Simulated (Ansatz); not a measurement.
The cluster P3⁺, 3 atoms. Hardware: 4 threads of Arm Neoverse V1 on a shared host.

Correlated methods freeze 15 core orbitals.

Q: How many basis functions does each of these Ansatz runs have, and roughly what does it cost? LC-ωPBE/def2-TZVP, charge 1 singlet, energy, from earlier orbitals; PBE0-D4/def2-SVP, charge 1 singlet, energy, from earlier orbitals; r2SCAN-D4/def2-TZVP, charge 1 quintet, energy, from earlier orbitals; PBE-D4/def2-TZVP, charge 0 doublet at the geometry of the charge 1 singlet, energy, from earlier orbitals; MP2/def2-TZVP, charge 1 triplet, energy, from earlier orbitals; MP2/def2-TZVP, charge 1 singlet, energy, from earlier orbitals; PBE0-D4/def2-TZVP, charge 1 singlet, relaxation, 3 steps; PBE-D4/def2-SVP, charge 1 singlet, energy, from earlier orbitals; BHLYP-D4/def2-TZVP, charge 1 singlet, energy, from earlier orbitals; HF/STO-3G, charge 1 triplet, energy; r2SCAN0-D4/def2-TZVP, charge 1 triplet, energy, from earlier orbitals; HF/STO-3G, charge 1 singlet, energy.

A: Other jobs shared the machine, so times can vary by a factor of up to 3. A dash marks memory too small to be measured apart from the calling script's.

```tsv
run	functions	fitting or Cholesky vectors	wall time	peak host memory (GiB)
HF/STO-3G, charge 1 triplet, energy	27	288	0.1 s	–
HF/STO-3G, charge 1 singlet, energy	27	291	0.1 s	–
PBE-D4/def2-SVP, charge 1 singlet, energy, from earlier orbitals	54	621	0.35 s	–
PBE0-D4/def2-SVP, charge 1 singlet, energy, from earlier orbitals	54	474	0.35 s	–
MP2/def2-TZVP, charge 1 singlet, energy, from earlier orbitals	111	651	0.45 s	–
BHLYP-D4/def2-TZVP, charge 1 singlet, energy, from earlier orbitals	111	951	0.65 s	–
LC-ωPBE/def2-TZVP, charge 1 singlet, energy, from earlier orbitals	111	810	0.75 s	–
MP2/def2-TZVP, charge 1 triplet, energy, from earlier orbitals	111	650	0.8 s	–
PBE-D4/def2-TZVP, charge 0 doublet at the geometry of the charge 1 singlet, energy, from earlier orbitals	111	810	1.6 s	–
PBE0-D4/def2-TZVP, charge 1 singlet, relaxation, 3 steps	111	846	1.8 s	–
r2SCAN0-D4/def2-TZVP, charge 1 triplet, energy, from earlier orbitals	111	846	3 s	–
r2SCAN-D4/def2-TZVP, charge 1 quintet, energy, from earlier orbitals	111	810	6 s	–
```
